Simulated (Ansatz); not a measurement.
Nudged elastic band run: AlH7OSi

input.yaml

```yaml
crystal:
  periodic: [false, false, false]
  atoms:
    - { symbol: Al, position_ang: [0.596937, -1.182252, -0.654811] }
    - { symbol: O, position_ang: [1.833762, -0.677284, -1.752884] }
    - { symbol: H, position_ang: [-0.949305, -1.135976, -1.091852] }
    - { symbol: H, position_ang: [1.132341, -1.934397, 0.645491] }
    - { symbol: H, position_ang: [0.416777, 0.663852, 0.408056] }
    - { symbol: Si, position_ang: [-0.883078, 1.046633, 1.104341] }
    - { symbol: H, position_ang: [1.633896, -0.29132, -2.619862] }
    - { symbol: H, position_ang: [-0.508307, 2.022963, 2.182499] }
    - { symbol: H, position_ang: [-1.786719, 1.681806, 0.089762] }
    - { symbol: H, position_ang: [-1.486304, -0.194025, 1.689362] }
basis:
  gaussian: { orbitals: def2-SVP }
hamiltonian:
  xc: pbe
  dispersion: d4
neb:
  order_check: false
  images: 5
  f_tol: 0.03
  max_iterations: 60
  final_atoms:
    - { symbol: Al, position_ang: [0.07002911, -1.22696947, -0.16830588] }
    - { symbol: O, position_ang: [1.10639484, -0.02606098, -1.48741999] }
    - { symbol: H, position_ang: [-0.91558897, -1.99234658, -1.17977302] }
    - { symbol: H, position_ang: [1.35775314, -1.97774314, 0.44060757] }
    - { symbol: H, position_ang: [0.59891369, 0.75780283, -1.78289345] }
    - { symbol: Si, position_ang: [-0.87874837, 0.66237527, 1.11798952] }
    - { symbol: H, position_ang: [1.935439, 0.32157262, -1.10022278] }
    - { symbol: H, position_ang: [0.16062454, 1.41077909, 1.92992872] }
    - { symbol: H, position_ang: [-1.42285983, 1.71581329, 0.16295487] }
    - { symbol: H, position_ang: [-2.01195714, 0.35477709, 2.06723644] }
  initial_path:
    images:
      - { positions_ang: [[0.596937, -1.182252, -0.654811], [1.833762, -0.677284, -1.752884], [-0.949305, -1.135976, -1.091852], [1.132341, -1.934397, 0.645491], [0.416777, 0.663852, 0.408056], [-0.883078, 1.046633, 1.104341], [1.633896, -0.29132, -2.619862], [-0.508307, 2.022963, 2.182499], [-1.786719, 1.681806, 0.089762], [-1.486304, -0.194025, 1.689362]] }
      - { positions_ang: [[0.46189954, -1.25451951, -0.51105323], [1.64991402, -0.43541889, -1.64432528], [-0.94258777, -1.48180462, -1.05191343], [1.13002189, -2.04501044, 0.65144804], [0.44977738, 0.60303531, 0.10828093], [-0.83184042, 1.00410618, 1.01623644], [1.69626839, -0.00715089, -2.42210848], [-0.33857204, 1.93073396, 2.06061292], [-1.71824453, 1.7537176, 0.10593358], [-1.55663646, -0.06768872, 1.6869905]] }
      - { positions_ang: [[0.32686208, -1.32678702, -0.36729545], [1.46606604, -0.19355377, -1.53576655], [-0.93587053, -1.82763323, -1.01197487], [1.12770278, -2.15562387, 0.65740509], [0.48277776, 0.54221863, -0.19149414], [-0.78060285, 0.96157935, 0.92813187], [1.75864078, 0.27701823, -2.22435495], [-0.16883708, 1.83850493, 1.93872684], [-1.64977006, 1.8256292, 0.12210515], [-1.62696892, 0.05864756, 1.68461901]] }
      - { positions_ang: [[0.19182462, -1.39905454, -0.22353768], [1.28221806, 0.04831134, -1.42720783], [-0.9291533, -2.17346185, -0.9720363], [1.12538367, -2.26623731, 0.66336213], [0.51577814, 0.48140194, -0.49126921], [-0.72936527, 0.91905253, 0.84002731], [1.82101317, 0.56118734, -2.02660143], [0.00089787, 1.74627589, 1.81684077], [-1.58129559, 1.8975408, 0.13827673], [-1.69730138, 0.18498385, 1.68224751]] }
      - { positions_ang: [[0.15122612, -1.34169285, -0.20512708], [1.22361032, 0.02352057, -1.44727855], [-0.92463185, -2.1130901, -1.04128188], [1.20284016, -2.17007259, 0.58911061], [0.54348999, 0.57353557, -0.92181062], [-0.77915964, 0.83349344, 0.93268138], [1.85915511, 0.48131577, -1.71780855], [0.0541401, 1.63444363, 1.85453675], [-1.52848367, 1.83696496, 0.14650277], [-1.80218664, 0.24158159, 1.81057716]] }
      - { positions_ang: [[0.11062762, -1.28433116, -0.18671648], [1.16500258, -0.00127021, -1.46734927], [-0.92011041, -2.05271834, -1.11052745], [1.28029665, -2.07390786, 0.51485909], [0.57120184, 0.6656692, -1.35235203], [-0.82895401, 0.74793435, 1.02533545], [1.89729705, 0.40144419, -1.40901566], [0.10738232, 1.52261136, 1.89223274], [-1.47567175, 1.77638912, 0.15472882], [-1.90707189, 0.29817934, 1.9389068]] }
      - { positions_ang: [[0.07002911, -1.22696947, -0.16830588], [1.10639484, -0.02606098, -1.48741999], [-0.91558897, -1.99234658, -1.17977302], [1.35775314, -1.97774314, 0.44060757], [0.59891369, 0.75780283, -1.78289345], [-0.87874837, 0.66237527, 1.11798952], [1.935439, 0.32157262, -1.10022278], [0.16062454, 1.41077909, 1.92992872], [-1.42285983, 1.71581329, 0.16295487], [-2.01195714, 0.35477709, 2.06723644]] }
```

Run as:

```bash
$ ansatz run input.yaml --threads 2 --pin off --max-ram 3072MiB --backend cpu --events-out ev --progress --plain --runs-dir out
```

Output, in part (warnings, iteration lines, the closing report on the highest movable image, with atoms numbered from 0):

```
NEB end point (image 0): max|allowed force component| = 2.785e-2 eV/Å (the criterion of neb.relax_end_points is 1.000e-2)
NEB end point (image 6): max|allowed force component| = 2.560e-2 eV/Å (the criterion of neb.relax_end_points is 1.000e-2)
NEB iter   1: max|band force component| = 1.051e1 eV/Å  barrier→ = 1.9208 eV  barrier← = 1.5549 eV  Δτ_max = 0.2000 Å  (170 SCF iters)
NEB iter   2: max|band force component| = 1.784e0 eV/Å  barrier→ = 1.3522 eV  barrier← = 0.9863 eV  Δτ_max = 0.2000 Å  (151 SCF iters)
NEB iter   3: max|band force component| = 2.413e0 eV/Å  barrier→ = 1.2567 eV  barrier← = 0.8908 eV  Δτ_max = 0.0995 Å  (138 SCF iters)
NEB iter   4: max|band force component| = 6.027e-1 eV/Å  barrier→ = 1.1666 eV  barrier← = 0.8007 eV  Δτ_max = 0.2000 Å  (130 SCF iters)
NEB iter   5: max|band force component| = 1.158e0 eV/Å  barrier→ = 1.1352 eV  barrier← = 0.7693 eV  Δτ_max = 0.0989 Å  (131 SCF iters)
NEB iter   6: max|band force component| = 5.500e-1 eV/Å  barrier→ = 0.9734 eV  barrier← = 0.6075 eV  Δτ_max = 0.1996 Å  (131 SCF iters)
NEB iter   7: max|band force component| = 3.920e0 eV/Å  barrier→ = 1.1705 eV  barrier← = 0.8046 eV  Δτ_max = 0.0998 Å  (138 SCF iters)
NEB iter   8: max|band force component| = 3.571e-1 eV/Å  barrier→ = 0.8362 eV  barrier← = 0.4703 eV  CI = image 3  Δτ_max = 0.2000 Å  (130 SCF iters)
NEB iter   9: max|band force component| = 7.187e-1 eV/Å  barrier→ = 1.0403 eV  barrier← = 0.6745 eV  CI = image 3  Δτ_max = 0.0999 Å  (140 SCF iters)
NEB iter  10: max|band force component| = 6.485e-1 eV/Å  barrier→ = 1.0464 eV  barrier← = 0.6805 eV  CI = image 3  Δτ_max = 0.1009 Å  (131 SCF iters)
NEB iter  11: max|band force component| = 4.561e-1 eV/Å  barrier→ = 1.1121 eV  barrier← = 0.7462 eV  CI = image 3  Δτ_max = 0.1066 Å  (131 SCF iters)
NEB iter  12: max|band force component| = 2.817e-1 eV/Å  barrier→ = 1.1062 eV  barrier← = 0.7403 eV  CI = image 3  Δτ_max = 0.0448 Å  (128 SCF iters)
NEB iter  13: max|band force component| = 1.648e-1 eV/Å  barrier→ = 1.0933 eV  barrier← = 0.7274 eV  CI = image 3  Δτ_max = 0.0673 Å  (134 SCF iters)
NEB iter  14: max|band force component| = 1.487e-1 eV/Å  barrier→ = 1.0864 eV  barrier← = 0.7205 eV  CI = image 3  Δτ_max = 0.0431 Å  (127 SCF iters)
NEB iter  15: max|band force component| = 1.062e-1 eV/Å  barrier→ = 1.0867 eV  barrier← = 0.7209 eV  CI = image 3  Δτ_max = 0.0326 Å  (132 SCF iters)
NEB iter  16: max|band force component| = 3.828e-2 eV/Å  barrier→ = 1.0859 eV  barrier← = 0.7200 eV  CI = image 3  Δτ_max = 0.0198 Å  (136 SCF iters)
NEB iter  17: max|band force component| = 3.855e-2 eV/Å  barrier→ = 1.0855 eV  barrier← = 0.7197 eV  CI = image 3  Δτ_max = 0.0248 Å  (128 SCF iters)
NEB iter  18: max|band force component| = 1.965e-2 eV/Å  barrier→ = 1.0855 eV  barrier← = 0.7196 eV  CI = image 3  Δτ_max = 0.0000 Å  (251 SCF iters)
Total energy: -16618.29203711 eV, -610.7109680810 hartree
Atom 0 at     0.314628    -1.240252    -0.285441 Å, force    -0.002132    -0.001388     0.001039 eV/Å
Atom 1 at     1.471303    -0.063463    -1.203378 Å, force    -0.000972     0.012922     0.001694 eV/Å
Atom 2 at    -0.853968    -1.816714    -1.211493 Å, force     0.000805    -0.000748    -0.000330 eV/Å
Atom 3 at     1.054129    -2.005441     0.898823 Å, force    -0.001574     0.000908     0.000898 eV/Å
Atom 4 at     0.643034     0.587473    -0.461127 Å, force     0.001117    -0.010420    -0.002470 eV/Å
Atom 5 at    -0.698663     0.939592     0.836449 Å, force     0.002640    -0.005561    -0.003397 eV/Å
Atom 6 at     1.270765     0.140295    -2.138310 Å, force     0.000358    -0.002175    -0.001128 eV/Å
Atom 7 at     0.011631     1.688677     1.931749 Å, force    -0.000277     0.001585     0.001635 eV/Å
Atom 8 at    -1.640148     1.871336     0.117668 Å, force    -0.000172     0.002441     0.001651 eV/Å
Atom 9 at    -1.572711    -0.101502     1.515162 Å, force     0.000205     0.002436     0.000408 eV/Å
Dipole moment:     0.080244     0.137580    -0.416884 e Å
```

The run converged. A vibrational analysis at the climbing image gives one clearly imaginary mode, 1085i cm⁻¹: a first-order saddle point. The orbitals stay closed-shell, which can raise the energy where a bond breaks towards radicals; this wasn't checked here.

Final band (atoms are numbered from 1 in the order of the input):

```tsv
image	path coordinate (Å)	energy (eV)	H5–Si6 (Å)	Al1–Si6 (Å)	O2–H5 (Å)
0	0.00	0.00	1.52	3.20	2.91
1	0.83	0.01	1.52	3.22	2.71
2	1.65	0.15	1.53	3.06	2.20
3	2.48	1.09	1.90	2.65	1.29
4	3.71	0.41	2.93	2.48	0.98
5	4.93	0.39	3.18	2.48	0.98
6	6.16	0.37	3.26	2.47	0.98
```

Time of the run: 120 s on 2 threads of Intel(R) Xeon(R) Platinum 8259CL CPU @ 2.50GHz (Skylake/Cascade Lake), with other jobs on the host, peak memory 0.13 GiB.
